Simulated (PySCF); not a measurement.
**Na2: basis, grid and Hamiltonian**

The method stays; parts of the set-up, such as the basis or the Hamiltonian, are changed.

Computed with PySCF 2.14.0. Level: each script names its method and basis.

3 further runs of the same task are left out: 3 that didn't finish.

### Step 1. The starting structure

Na2: 2 atoms, charge 0, spin multiplicity 1.

Bond lengths: Na1–Na2 3.150 Å.

### Step 2. The base run

Input file input.py:

```python
from pyscf import gto, scf, cc

mol = gto.M(
    atom='Na 0 0 0; Na 0 0 3.15',
    basis='crenbl',
    ecp={'Na': 'crenbl'},
    charge=0,
    spin=0,
    verbose=4,
)
mf = scf.RHF(mol)
mf.kernel()
mycc = cc.CCSD(mf)
mycc.kernel()
e = mycc.eeccsd(nroots=3)[0]
print('roots (eV) =', (e*27.211386).round(3))
mf.dip_moment()
print('orbital energies (hartree):', mf.mo_energy[..., max(0, mol.nelec[1]-3):mol.nelec[0]+3].round(4))
```

The run is started by

```bash
$ OMP_NUM_THREADS=1 python input.py
```

Its log is not repeated here.

In short: E(SCF) = -94.908823 Eh, 7 cycles, E(CCSD) − E(SCF) = -0.26115 Eh, μ = 0.00 D, excitation roots 0.715, 0.715, 0.715, 2.777 eV.

The bond length is a typed value, not an optimised one.

### Step 3. 3-21g (core potential off)

Run 1 changes basis set: crenbl → 3-21g; core potential: on → off. The core potential changes with it: totals don't compare.

Input file input.py:

```python
from pyscf import gto, scf, cc

mol = gto.M(
    atom='Na 0 0 0; Na 0 0 3.15',
    basis='3-21g',
    charge=0,
    spin=0,
    verbose=4,
)
mf = scf.RHF(mol)
mf.kernel()
mycc = cc.CCSD(mf)
mycc.kernel()
e = mycc.eeccsd(nroots=3)[0]
print('roots (eV) =', (e*27.211386).round(3))
mf.dip_moment()
print('orbital energies (hartree):', mf.mo_energy[..., max(0, mol.nelec[1]-3):mol.nelec[0]+3].round(4))
```

The run is started by

```bash
$ OMP_NUM_THREADS=1 python input.py
```

### Step 4. Density fitting weigend

Run 2 changes density fitting: none → weigend.

input.py, as its differences from that of step 2:

```diff
@@ -11,2 +11,3 @@
 mf = scf.RHF(mol)
+mf = mf.density_fit(auxbasis='weigend')
 mf.kernel()
```

### Step 5. Pcseg-2 (core potential off)

Run 3 changes basis set: crenbl → pcseg-2; core potential: on → off. The core potential changes with it: totals don't compare.

input.py, as its differences from that of step 2:

```diff
@@ -4,4 +4,3 @@
     atom='Na 0 0 0; Na 0 0 3.15',
-    basis='crenbl',
-    ecp={'Na': 'crenbl'},
+    basis='pcseg-2',
     charge=0,
```

What does the calculation give? Wanted: for each run, E(SCF); from base; gap; after the SCF.

The runs gave:

| run | E(SCF) (hartree) | from base (eV) | cycles | gap (eV) | functions | after the SCF |
| --- | --- | --- | --- | --- | --- | --- |
| base | -94.908823 | 0 | 7 | 4.71 | 36 | CCSD correlation -7.106 eV, first root 0.71 eV |
| 3-21g (core potential off) | -321.708663 | not comparable | 7 | 4.59 | 26 | CCSD correlation -0.691 eV, first root 0.93 eV |
| density fitting weigend | -94.895056 | +0.3746 | 7 | 4.72 | 36 | CCSD correlation -7.129 eV, first root 0.72 eV |
| pcseg-2 (core potential off) | -323.694283 | not comparable | 7 | 4.64 | 38 | CCSD correlation -1.711 eV, first root 0.96 eV |

**Reading.** Total energies from different bases, Hamiltonians or methods carry different errors, so properties are taken as differences within one set-up.
